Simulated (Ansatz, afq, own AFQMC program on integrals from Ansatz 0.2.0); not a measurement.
AFQMC on a folder of integrals that Ansatz 0.2.0 wrote.

```yaml
crystal:
  periodic: [false, false, false]
  atoms:
    - {symbol: O, position_ang: [0.000000, 0.000000, 0.000000]}
    - {symbol: H, position_ang: [0.000000, 0.000000, 1.200000]}
basis:
  gaussian: {orbitals: aug-cc-pVDZ}
total_charge: -1
magnetization: {spin_polarized: true, initial_magnetization: 2}
correlation: {method: ccsd_t, electrons: outside_noble_gas, hamiltonian_folder: ham}
```

```sh
$ ansatz run in.yaml --threads 1 --pin off --events-out ev --progress --plain --max-ram 1382MiB
```

afq runs on the folder ham with

```
--method phaseless --trial cisd --walkers 60 --populations 1 --least-time 40 --time-step 0.005 --steps-per-block 50 --equilibration-blocks 28 --max-blocks 300 --target-error 0.00034 --factor-cut 1e-05 --start spin_pure --seed 9438 --release-times 0.24,0.51,0.99,1.62,2.4 --release-step 0.03 --release-every 4 --taylor-order 6
```

Times are imaginary, in 1/Eh. The walk had a cap of 630 s.

Log:

```
orbitals 31  electrons 5 3  factors 215 of 304
reference energy -75.33927304 Eh
CCSD correlation -0.19281316 Eh in 12 cycles, weight of the determinant in the CISD state 0.9279
energy of the start -75.531679 Eh
 block  time / (1/Eh)  mean weight  energy / Eh
     1     0.250  1.0002  -75.531680
     2     0.500  0.9994  -75.535198
     3     0.750  0.9983  -75.535460
     4     1.000  1.0018  -75.534014
     5     1.250  0.9998  -75.533313
     7     1.750  0.9990  -75.533661
     9     2.250  1.0015  -75.535664
    11     2.750  1.0000  -75.536025
    21     5.250  1.0001  -75.536814
    31     7.750  1.0006  -75.526063
    41    10.250  1.0008  -75.535529
    51    12.750  1.0007  -75.539105
    61    15.250  1.0009  -75.536751
    71    17.750  1.0005  -75.536613
    81    20.250  1.0018  -75.534770
    91    22.750  1.0028  -75.536797
   101    25.250  0.9995  -75.541656
   111    27.750  1.0009  -75.540142
   121    30.250  1.0007  -75.540351
   131    32.750  0.9987  -75.533724
   141    35.250  0.9897  -75.535837
   151    37.750  1.0009  -75.543631
   161    40.250  0.9998  -75.547345
   171    42.750  1.0049  -75.539573
   181    45.250  1.0010  -75.534466
   191    47.750  1.0001  -75.536228
   201    50.250  0.9995  -75.544359
   211    52.750  1.0003  -75.536933
   221    55.250  0.9996  -75.537494
   226    56.500  0.9996  -75.538592
blocks merged  error / Eh  count
     1  0.000246  200
     2  0.000286  100
     4  0.000328  50
     8  0.000304  25
    16  0.000352  12
released: time / (1/Eh)  energy / Eh  error  mean overlap
  0.24  -75.537985  0.000357  1.0117
  0.51  -75.537852  0.000318  1.0192
  0.99  -75.538272  0.000340  1.0011
  1.62  -75.538443  0.000360  0.9911
  2.40  -75.538561  0.000444  0.9610
energy -75.538163 +/- 0.000328 Eh
(rows thinned)
```

The run passed its tests (sampling time, drift between the halves within three errors, error under three times the target), which doesn't prove that it has relaxed.

Against this walk (error 8.9 meV) on the same determinant: CCSD(T) 29.2 meV higher, CCSDT(Q) 0.5 meV higher (within the noise). The error is statistical and leaves out the bias of the constraint. Released to 2.40 1/Eh the energy moves by -11 ± 15 meV (both errors), within twice the noise.

Cautions: constraint bias not in the error; lower spins were not checked.

The walk took 5.4 min on 1 thread of Intel(R) Xeon(R) Platinum 8259CL CPU @ 2.50GHz (Skylake/Cascade Lake) (shared host). The log's last line is the phaseless energy.

CCSDT and higher add their correlation energy to the determinant of the CCSD(T) run, since their own runs factorise the integrals more tightly (a shift of under 2 meV). A walk keeps the symmetry of its determinant, which the program's search chose and which needn't be the lowest solution, so a lower state of the same spin and another symmetry isn't excluded.
